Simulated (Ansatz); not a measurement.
This geometry of BH4OSi (7 atoms, charge 0, multiplicity 2) is a first-order saddle point.

Theory: UKS PBE0/def2-SVP (Ansatz).

```xyz
7
Properties=species:S:1:pos:R:3
B -1.522 -0.464 -0.574
Si 0.244 0.245 -0.034
O 1.384 -0.926 0.311
H -2.635 -0.114 -0.868
H 0.715 1.052 -1.206
H 0.101 1.152 1.157
H 1.714 -0.946 1.213
```

Task: Which two structures does it join? (They come from a converged band through this point; their orientation in space is the band's.)

Result: No bond is made or broken. The dihedral B1–Si2–O3–H7 goes from -180 to -37°.

Initial state:

```xyz
7
Properties=species:S:1:pos:R:3
B -1.541 -0.433 -0.641
Si 0.188 0.213 0.063
O 1.120 -1.069 0.591
H -2.562 -0.022 -1.127
H 0.893 0.975 -1.024
H -0.080 1.176 1.187
H 1.982 -0.839 0.952
```

Final state:

```xyz
7
Properties=species:S:1:pos:R:3
B -1.432 -0.454 -0.355
Si 0.326 0.392 -0.037
O 1.520 -0.701 0.378
H -2.544 -0.319 -0.790
H 0.881 1.145 -1.199
H 0.021 1.367 1.069
H 1.227 -1.429 0.935
```

Task: How far does it lie above each of them?

Result: 0.032 eV above the first and 0.069 eV above the second. This is the barrier of this one path; another mechanism may lie lower.

The run took 2.7 min on 1 CPU thread of a shared host.
